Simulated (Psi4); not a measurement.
**[PHF3]+ (SMILES F[PH+](F)F): wB97X-V/def2-SVPD**

What is the vertical ionisation energy of [PHF3]+ at wB97X-V/def2-SVPD? 

The results are computed with Psi4 1.11.

4 further runs of the same task are left out: 1 that didn't finish, 3 set aside as unsound or not needed.

## 1. Starting point

[PHF3]+: 5 atoms, total charge +1, spin state singlet. As SMILES, `F[PH+](F)F`. The shape is that of a GFN2-xTB optimisation.

Bond lengths: F1–P2 1.523 Å, P2–F3 1.524 Å, P2–F4 1.524 Å, P2–H5 1.373 Å. Angles: F1–P2–F3 103.7°, F1–P2–F4 103.7°, F3–P2–F4 103.7°, F1–P2–H5 114.8°, F3–P2–H5 114.7°, F4–P2–H5 114.8°.

## 2. A single-point energy at wB97X-V/def2-SVPD

Contents of calc.py:

```python
import psi4

psi4.set_memory('1600 MB')
psi4.set_num_threads(1)
psi4.set_output_file('f3hp.out', False)

m = psi4.geometry("""
1 1
F
P 1 1.523485
F 2 1.523947 1 103.67634
F 2 1.523574 1 103.65335 3 108.03791
H 2 1.373408 1 114.83051 4 126.03905
symmetry c1
no_reorient
no_com
""")

psi4.set_options({
    'reference': 'rks',
    'puream': True,
    'e_convergence': 1e-09,
    'd_convergence': 1e-08,
    'scf_type': 'pk',
    'dft_radial_points': 99,
    'dft_spherical_points': 590,
})

e = psi4.energy('wb97x-v/def2-SVPD')
print(f'wb97x-v/def2-SVPD energy: {e:.10f} Eh')
```

On the command line:

```console
$ python calc.py
```

f3hp.out:

```text
[...]
  Running in c1 symmetry.
[...]
  Nuclear repulsion =  205.959242418554425
[...]
  Multiplicity = 1
[...]
  Nalpha       = 21
  Nbeta        = 21
[...]
    Number of basis functions: 101
[...]
   @RKS iter   1:  -640.61745693329965    4.88958e-01   5.39393e-03 ADIIS/DIIS
[...]
   @RKS iter  10:  -640.74322126663208   -1.64846e-11   5.79546e-09 DIIS
[...]
    Orbital Energies [Eh]
    ---------------------
    Doubly Occupied:
       1A    -77.610567     2A    -25.110170     3A    -25.110121
       4A    -25.109968     5A     -7.176138     6A     -5.337035
       7A     -5.337030     8A     -5.331653     9A     -1.706133
      10A     -1.645808    11A     -1.645649    12A     -1.107251
      13A     -0.985192    14A     -0.975449    15A     -0.975417
      16A     -0.895672    17A     -0.895613    18A     -0.858006
      19A     -0.857934    20A     -0.848634    21A     -0.837832
[...]
  @RKS Final Energy:  -640.74322126663208
   => Energetics <=
    Nuclear Repulsion Energy =            205.9592424185544246
    One-Electron Energy =               -1285.4198187725310163
    Two-Electron Energy =                 478.7949743328493923
    DFT Exchange-Correlation Energy =     -40.2529967439745562
    Empirical Dispersion Energy =           0.0000000000000000
    VV10 Nonlocal Energy =                  0.1753774984697815
    Total Energy =                       -640.7432212666320765
[...]
 Multipole Moments:
 ------------------------------------------------------------------------------------
     Multipole            Electronic (a.u.)      Nuclear  (a.u.)        Total (a.u.)
 ------------------------------------------------------------------------------------
 L = 1.  Multiply by 2.5417464519 to convert [e a0] to [Debye]
 Dipole X            :          0.3832096           -1.4609830           -1.0777734
 Dipole Y            :         -0.2761422            1.0592912            0.7831490
 Dipole Z            :         -0.2195163            0.8344970            0.6149807
 Magnitude           :                                                    1.4673511
[...]
```

The script printed:

```text
wb97x-v/def2-SVPD energy: -640.7432212666 Eh
```

It took 32 s on 1 thread of AMD EPYC 9R45 (Zen 5), shared host; peak memory 0.77 GiB.

## 3. Doublet [PHF3]2+, same level

Contents of calc.py:

```python
import psi4

psi4.set_memory(1600000000)
psi4.set_num_threads(1)
psi4.set_output_file('f3hp.out', False)

molecule = psi4.geometry("""
2 2
F     -0.656630    -0.057650     1.326690
P      0.069480     0.083300    -0.005190
F      0.694150    -1.289710    -0.222090
F     -1.059590     0.131070    -1.027050
H      0.952580     1.133000    -0.072370
units angstrom
symmetry c1
no_reorient
no_com
""")

options = {'basis': 'def2-SVPD', 'reference': 'uks', 'puream': True, 'e_convergence': 1e-09, 'd_convergence': 1e-08, 'scf_type': 'pk', 'dft_radial_points': 99, 'dft_spherical_points': 590, 'maxiter': 200}
psi4.set_options(options)

e, wfn = psi4.energy("wb97x-v", molecule=molecule, return_wfn=True)
print(f'total energy {e:.8f} hartree = {e * 27.211386:.5f} eV')
for k, v in sorted(psi4.core.scalar_variables().items()):
    print(f'{k:45s} {v:18.10f}')
```

On the command line:

```console
$ python calc.py
```

f3hp.out:

```text
[...]
  Running in c1 symmetry.
[...]
  Nuclear repulsion =  205.959217613234301
[...]
  Multiplicity = 2
[...]
  Nalpha       = 21
  Nbeta        = 20
[...]
    Number of basis functions: 101
[...]
   @UKS iter   1:  -639.68913486932195    1.41728e+00   5.68349e-03 DIIS/ADIIS
[...]
   @UKS iter  24:  -639.87213320585670    6.88942e-11   5.30360e-09 DIIS
[...]
   @S^2 Observed:                7.613663051E-01
[...]
    Orbital Energies [Eh]
    ---------------------
    Alpha Occupied:
       1A    -77.933672     2A    -25.444752     3A    -25.443551
       4A    -25.443363     5A     -7.500617     6A     -5.660137
       7A     -5.660119     8A     -5.658900     9A     -2.024773
      10A     -1.966061    11A     -1.965346    12A     -1.432777
      13A     -1.305934    14A     -1.285856    15A     -1.285438
      16A     -1.210348    17A     -1.210158    18A     -1.191433
      19A     -1.171281    20A     -1.170820    21A     -1.146162
    Alpha Virtual:
      22A     -0.483520    23A     -0.483489    24A     -0.453914
      25A     -0.333164    26A     -0.272101    27A     -0.197605
[...]
  @UKS Final Energy:  -639.87213320585670
   => Energetics <=
    Nuclear Repulsion Energy =            205.9592176132343013
    One-Electron Energy =               -1271.8214311465342234
    Two-Electron Energy =                 465.8055328075641341
    DFT Exchange-Correlation Energy =     -39.9877364047736492
    Empirical Dispersion Energy =           0.0000000000000000
    VV10 Nonlocal Energy =                  0.1722839246526594
    Total Energy =                       -639.8721332058566986
[...]
 Multipole Moments:
 ------------------------------------------------------------------------------------
     Multipole            Electronic (a.u.)      Nuclear  (a.u.)        Total (a.u.)
 ------------------------------------------------------------------------------------
 L = 1.  Multiply by 2.5417464519 to convert [e a0] to [Debye]
 Dipole X            :         14.1997661          -13.6133035            0.5864626
 Dipole Y            :         16.8747017          -16.1838224            0.6908793
 Dipole Z            :         -1.0807733            1.0350597           -0.0457136
 Magnitude           :                                                    0.9073821
[...]
```

The script printed:

```text
total energy -639.87213321 hartree = -17411.80761 eV
CURRENT ENERGY                                   -639.8721332059
CURRENT REFERENCE ENERGY                         -639.8721332059
DD SOLVATION ENERGY                                 0.0000000000
DFT FUNCTIONAL TOTAL ENERGY                      -639.8721332059
DFT TOTAL ENERGY                                 -639.8721332059
DFT VV10 ENERGY                                     0.1722839247
DFT XC ENERGY                                     -39.9877364048
GRID ELECTRONS ALPHA                               21.0000010411
GRID ELECTRONS BETA                                20.0000008283
GRID ELECTRONS TOTAL                               41.0000018695
NUCLEAR REPULSION ENERGY                          205.9592176132
ONE-ELECTRON ENERGY                             -1271.8214311465
PCM POLARIZATION ENERGY                             0.0000000000
PE ENERGY                                           0.0000000000
SCF ITERATION ENERGY                             -639.8721332059
SCF ITERATIONS                                     24.0000000000
SCF TOTAL ENERGY                                 -639.8721332059
TWO-ELECTRON ENERGY                               465.8055328076
XC GRID RADIAL POINTS                              99.0000000000
XC GRID SPHERICAL POINTS                          590.0000000000
XC GRID TOTAL POINTS                           281846.0000000000
```

It took 81 s on 1 thread of AMD EPYC 9R45 (Zen 5), shared host; peak memory 0.79 GiB.

## 4. Summary of results

At wB97X-V/def2-SVPD:

| quantity | value |
| --- | --- |
| singlet [PHF3]+: total energy | -640.74322 Eh |
| singlet [PHF3]+: HOMO energy | -22.80 eV |
| singlet [PHF3]+: LUMO energy | -5.14 eV |
| singlet [PHF3]+: HOMO–LUMO gap | 17.66 eV |
| doublet [PHF3]2+: total energy | -639.87213 Eh |
| doublet [PHF3]2+: HOMO energy (highest over α and β) | -30.90 eV |
| doublet [PHF3]2+: LUMO energy (lowest over α and β) | -24.31 eV |
| doublet [PHF3]2+: ⟨S²⟩ | 0.761 |
| vertical ionisation energy (to the doublet dication) | 23.704 eV |

**Reading.** The vertical ionisation energy comes to 23.70 eV (547 kcal/mol). −ε(HOMO) before ionisation, 22.80 eV, is 0.90 eV below this ionisation energy.
